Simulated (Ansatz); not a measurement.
Coupled-cluster run, C8H18 (`CC[C@H](C)[C@@H](C)CC`).

```yaml
crystal:
  periodic: [false, false, false]
  atoms:
    - {symbol: C, position_ang: [-0.608439, -2.203965, 1.768645]}
    - {symbol: C, position_ang: [-0.854570, -0.861026, 1.099807]}
    - {symbol: C, position_ang: [0.385370, -0.217760, 0.477698]}
    - {symbol: C, position_ang: [1.471026, -0.001810, 1.525180]}
    - {symbol: C, position_ang: [0.044246, 1.096180, -0.247464]}
    - {symbol: C, position_ang: [1.271295, 1.718911, -0.907343]}
    - {symbol: C, position_ang: [-1.094437, 0.963308, -1.266259]}
    - {symbol: C, position_ang: [-0.861702, -0.056862, -2.369851]}
    - {symbol: H, position_ang: [-0.118678, -2.900484, 1.081132]}
    - {symbol: H, position_ang: [0.020905, -2.118427, 2.656461]}
    - {symbol: H, position_ang: [-1.550498, -2.659571, 2.082486]}
    - {symbol: H, position_ang: [-1.612875, -1.001842, 0.325449]}
    - {symbol: H, position_ang: [-1.289689, -0.161351, 1.825311]}
    - {symbol: H, position_ang: [0.781727, -0.918585, -0.271178]}
    - {symbol: H, position_ang: [1.720789, -0.930758, 2.039866]}
    - {symbol: H, position_ang: [2.394262, 0.375822, 1.084709]}
    - {symbol: H, position_ang: [1.140405, 0.719241, 2.280844]}
    - {symbol: H, position_ang: [-0.307578, 1.798611, 0.521953]}
    - {symbol: H, position_ang: [2.006602, 2.054276, -0.175103]}
    - {symbol: H, position_ang: [1.771098, 1.009656, -1.573783]}
    - {symbol: H, position_ang: [0.986946, 2.589638, -1.504066]}
    - {symbol: H, position_ang: [-1.250829, 1.948817, -1.718582]}
    - {symbol: H, position_ang: [-2.028812, 0.728736, -0.748913]}
    - {symbol: H, position_ang: [-0.776373, -1.071935, -1.973808]}
    - {symbol: H, position_ang: [-1.691005, -0.053549, -3.080915]}
    - {symbol: H, position_ang: [0.050823, 0.154728, -2.932285]}
basis:
  gaussian: {orbitals: def2-TZVPP}
correlation: {method: ccsd_t}
```

```sh
$ ansatz run in.yaml --threads 6 --pin off --events-out ev --progress --plain --backend cuda
```

Output of Ansatz, abridged:

```
Functional definition: HF
2873 factors; integrals over basis functions are off by at most 8.8e-4 eV
mean field evaluation 1: about -8524.0494 eV, gradient 5.1e1 eV
mean field evaluation 2: about -8524.4005 eV, gradient 5.1e1 eV
mean field evaluation 4: about -8531.7763 eV, gradient 5.8e0 eV
mean field evaluation 8: about -8531.8912 eV, gradient 3.0e-1 eV
mean field -8531.89157738 eV, -313.5412323448 hartree, gradient 1.7e-6 eV, S^2 0.000000; 0 other end points of the search recorded, 0 dependent functions left out
8 core orbitals not correlated: weight in the atoms' cores, before any rotation towards them, 1.000 or more for the frozen orbitals, at most 0.000 for the correlated occupied ones
reference -8531.89157738 eV, -313.5412323448 hartree; 25, 25 occupied and 467, 467 virtual orbitals, 2873 factors
second order -38.80447413 eV of doubles, -0.00000000 eV of singles
cycle   1  -40.17220923 eV  change    -1.4e0 eV  update   1.2e-1
cycle   2  -41.09752783 eV  change   -9.3e-1 eV  update   3.2e-2
cycle   3  -41.22888703 eV  change   -1.3e-1 eV  update   1.2e-2
cycle   4  -41.22554918 eV  change    3.3e-3 eV  update   2.6e-3
cycle   5  -41.22633225 eV  change   -7.8e-4 eV  update   8.4e-4
cycle   6  -41.22662658 eV  change   -2.9e-4 eV  update   2.0e-4
cycle   7  -41.22658477 eV  change    4.2e-5 eV  update   5.8e-5
perturbative correction -1.63962768 eV, -0.0602552059 hartree
Total energy: -8574.75778982 eV, -315.1165365964 hartree
```

Run time 28 s (6 threads of an AMD EPYC 7R13 on a shared host and a share of an NVIDIA H100 80 GB); peak host memory 2.7 GiB.

The correlation energy is -42.866 eV, 3.8 % of it from (T); the T1 diagnostic reads 0.0086.
